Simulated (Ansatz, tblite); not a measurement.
**BCl2I (BICl2): charged states by level of theory**

One table from this session's results is given with a row withheld; the runs are named, their logs left out.

The runs use Ansatz 0.2.0, Gaussian basis; as each input shows.

Levels to be run: charge +1 doublet, at the geometry of the singlet (PBE0-D4/def2-TZVP, PBE-D4/def2-TZVP, r2SCAN-D4/def2-TZVP, CCSD(T)/def2-TZVPP); charge -1 doublet, at the geometry of the singlet (PBE0-D4/def2-TZVPD, PBE-D4/def2-TZVPD, r2SCAN-D4/def2-TZVPD); the starting singlet's energies come from earlier runs.

2 further runs of the same task are left out: 1 that didn't finish, 1 set aside as unsound or not needed. Runs told in other sessions of the task aren't counted.

### The structure

The singlet was relaxed beforehand with PBE0-D4/def2-SVP.

4 atoms, charge 0, spin multiplicity 1.

Atoms are counted from 1 here; the program's logs count them from 0.

Bond lengths: B1–Cl2 1.740 Å, B1–Cl3 1.740 Å, B1–I4 2.125 Å. Angles: Cl2–B1–Cl3 119.7°, Cl2–B1–I4 120.1°, Cl3–B1–I4 120.1°.

I takes a core potential in the def2 sets. No spin-orbit coupling is included.

Set-up of the first run:

Input file in.yaml:

```yaml
crystal:
  periodic: [false, false, false]
  atoms:
    - {symbol: B, position_ang: [0.048320, 0.080947, 0.002515]}
    - {symbol: Cl, position_ang: [1.787630, 0.059706, 0.034208]}
    - {symbol: Cl, position_ang: [-0.795607, 1.602250, 0.006158]}
    - {symbol: I, position_ang: [-1.040343, -1.742912, -0.042891]}
basis:
  gaussian: {orbitals: def2-SVP}
total_charge: 1
magnetization: {spin_polarized: true, initial_magnetization: 1}
hamiltonian: {xc: pbe0, dispersion: d4}
output: {orbitals: {seedname: orbitals}}
```

Started as:

```console
$ ansatz run in.yaml --threads 4 --pin off --events-out ev --progress --plain --max-ram 3916MiB
```

Among the steps run: Charge +1 doublet at the fixed geometry, first pass, PBE0-D4/def2-SVP; Charge +1 doublet at the fixed geometry, PBE0-D4/def2-TZVP; Charge +1 doublet at the fixed geometry, PBE-D4/def2-TZVP; Charge +1 doublet at the fixed geometry, r2SCAN-D4/def2-TZVP; Charge +1 doublet at the fixed geometry, CCSD(T)/def2-TZVPP.

One table of the session follows, with a row left open; its other results are not shown here.

It belongs to the step «Vertical ionisation energy». 

```
             method  vertical ionisation energy (eV)
      HF/def2-TZVPP                             9.31
   PBE-D4/def2-TZVP                                ?
r2SCAN-D4/def2-TZVP                             9.93
  PBE0-D4/def2-TZVP                            10.05
     MP2/def2-TZVPP                            10.25
    CCSD/def2-TZVPP                            10.06
 CCSD(T)/def2-TZVPP                            10.09
```

Estimate the missing values for PBE-D4/def2-TZVP.

**Answer.** vertical ionisation energy (eV): 9.75. In the column «vertical ionisation energy (eV)» it lies between HF/def2-TZVPP (9.31) and r2SCAN-D4/def2-TZVP (9.93).

Caveats from the session: The anion's highest level is positive in at least one run, so there the basis alone may hold the extra electron.
